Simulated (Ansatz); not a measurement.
```yaml
crystal:
  periodic: [false, false, false]
  atoms:
    - {symbol: Si, position_ang: [-1.193181, -0.029567, 0.012407]}
    - {symbol: Al, position_ang: [1.164150, -0.002247, -0.010813]}
    - {symbol: H, position_ang: [-2.193375, 1.077341, -0.013679]}
    - {symbol: H, position_ang: [2.271206, 1.131792, -0.007131]}
    - {symbol: H, position_ang: [2.006166, -1.325118, -0.035451]}
basis:
  gaussian: {orbitals: def2-TZVP}
magnetization: {spin_polarized: true, initial_magnetization: 2}
hamiltonian: {xc: pbe0}
relax: {f_tol: 0.004, max_steps: 80}
```

```sh
$ ansatz run in.yaml --threads 1 --pin off --events-out ev --progress --plain --max-ram 2176MiB
```

Steps of the relaxation (energy above the last step; positions in Å, forces in eV/Å):

```
5
step 1, 174.8 meV
Si   -1.193   -0.030    0.012   -0.180   -0.071   -0.010
Al    1.164   -0.002   -0.011    0.813    0.024   -0.009
H    -2.193    1.077   -0.014    0.034    0.080    0.010
H     2.271    1.132   -0.007   -0.371    0.532    0.007
H     2.006   -1.325   -0.035   -0.296   -0.565    0.003
```

```
5
step 2, 19.1 meV
Si   -1.140   -0.037    0.008   -0.024   -0.060   -0.011
Al    1.246   -0.021   -0.013    0.320    0.051   -0.002
H    -2.133    1.081   -0.011    0.053    0.063    0.009
H     2.168    1.299   -0.005   -0.260   -0.185   -0.003
H     1.914   -1.470   -0.034   -0.089    0.130    0.007
```

```
5
step 3, 28.6 meV
Si   -1.144   -0.113   -0.021   -0.180    0.341    0.018
Al    1.234   -0.048   -0.014   -0.359   -0.384   -0.013
H    -1.959    1.160    0.011    0.022   -0.218   -0.012
H     1.991    1.295   -0.011    0.287    0.566    0.008
H     1.932   -1.441   -0.021    0.230   -0.305   -0.001
```

```
5
step 5, 0.3 meV
Si   -1.150   -0.075   -0.010    0.005    0.022    0.001
Al    1.239   -0.062   -0.015   -0.016   -0.032   -0.001
H    -2.016    1.147    0.003   -0.006   -0.002   -0.001
H     2.027    1.315   -0.008   -0.001    0.009    0.001
H     1.956   -1.473   -0.026    0.018    0.004    0.000
```

```
5
step 7, 0.0 meV
Si   -1.153   -0.073   -0.009    0.000    0.000    0.001
Al    1.236   -0.070   -0.014    0.000   -0.001   -0.002
H    -2.012    1.154    0.003    0.000    0.000    0.000
H     2.014    1.313   -0.008    0.000    0.001    0.001
H     1.969   -1.473   -0.026   -0.001    0.000    0.000
```

Close pairs at the end: Si1–H3 1.498 Å, Al2–H5 1.583 Å, Al2–H4 1.587 Å, Si1–Al2 2.389 Å.

A stationary point of unrestricted PBE0 after 7 steps, with ⟨S²⟩ = 2.008 against 2.00 for a pure state; no frequencies were run, so it isn't proven a minimum. 19 s on 1 thread of Arm Neoverse V2, shared host.
